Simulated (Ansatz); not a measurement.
A geometry relaxed with B3LYP-D3(BJ)/def2-TZVP (Ansatz, an electronic-structure program), charge 0, multiplicity 2:

```xyz
2

H     -0.6736     0.0000     0.0000
S      0.6736     0.0000     0.0000
```

Q: Write the SMILES of this molecule.

A: `[SH]`
